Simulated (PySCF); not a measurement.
LiF, SMILES [Li][F].

Geometry: PBE-D3(BJ)/def2-TZVPD.

Vertical ionisation energy (IE) and electron affinity (EA) in eV. Rows of orbital energies are one-electron estimates. Where ΔSCF, EOM or ADC give a negative EA the extra electron is unbound and the value depends on the basis.

```json
[
 {"level": "−ε(HOMO), −ε(LUMO), ωB97X/def2-TZVPD (PySCF)", "IE": "10.46", "EA": "-0.19"},
 {"level": "−ε(HOMO), −ε(LUMO), PBE0/def2-TZVPD (PySCF)", "IE": "7.88", "EA": "1.05"}
]
```
